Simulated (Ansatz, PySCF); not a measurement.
System: methylidyne radical, CH (charge 0, doublet). 
Coordinates optimised at B3LYP-D3(BJ)/def2-TZVP (Ansatz, a quantum-chemistry and plane-wave program):
```
C
H 1 1.1235
```
Charge 0, spin multiplicity 2.

Quantity: vertical ionisation energy (to the singlet state of charge +1; each state is the SCF solution reached for its spin; the UHF <S^2> is 1.10 for the doublet (pure: 0.75); for the singlet the Hartree-Fock reference is unstable and T1 is 0.011; for the doublet T1 is 0.109), in eV. Correlated levels leave the core frozen unless marked. UHF or UKS for open shells. No spin-orbit coupling. No relativistic terms. CBS(X,Y): correlation extrapolated as X^-3; Hartree-Fock from the larger set.

| level | program | vertical ionisation energy (eV) | minus last row |
|---|---|---|---|
| r2SCAN/def2-TZVPD | Ansatz | 11.24 | 0.64 |
| B3LYP/def2-TZVPD | Ansatz | 11.02 | 0.42 |
| PBE0/def2-TZVPD | Ansatz | 11.01 | 0.41 |
| BHLYP/def2-TZVPD | Ansatz | 10.84 | 0.24 |
| wB97X-V/def2-TZVPD | Ansatz | 10.79 | 0.19 |
| CCSD/aug-cc-pVDZ | Ansatz | 10.41 | -0.19 |
| CCSD/aug-cc-pVTZ | Ansatz | 10.52 | -0.08 |
| CCSD/def2-TZVPPD | Ansatz | 10.51 | -0.09 |
| CCSD/aug-cc-pVQZ | Ansatz | 10.54 | -0.06 |
| CCSD/CBS(def2-TZVPPD,def2-QZVPPD) | Ansatz | 10.56 | -0.04 |
| CCSD(T)/aug-cc-pVDZ | Ansatz | 10.43 | -0.17 |
| CCSD(T)/def2-SVPD | Ansatz | 10.45 | -0.15 |
| CCSD(T)/aug-cc-pVQZ | Ansatz | 10.58 | -0.02 |
| CCSD(T)/CBS(def2-TZVPPD,def2-QZVPPD) | Ansatz | 10.60 | 0.00 |
| CCSD(T)/CBS(aug-cc-pVTZ,aug-cc-pVQZ) | Ansatz | 10.60 | 0.00 |

For comparison, minus the highest occupied orbital energy (PySCF): 8.51 eV at M06-2X/def2-TZVPD, 6.00 eV at BP86/def2-TZVPD, 6.72 eV at TPSSh/def2-TZVPD.
